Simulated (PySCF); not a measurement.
hydrogen chloride (ClH), SMILES Cl.

The structure is a stationary point at B3LYP-D3(BJ)/def2-TZVPD.

Computed with B3LYP-D3(BJ)/def2-TZVPD run with PySCF.

Frequencies are harmonic and unscaled.

Computed vibrational spectrum:
```csv
mode,ν (cm⁻¹),IR (km/mol),moving atoms (share of kinetic energy)
1,2941,40.9,H 97 %
```
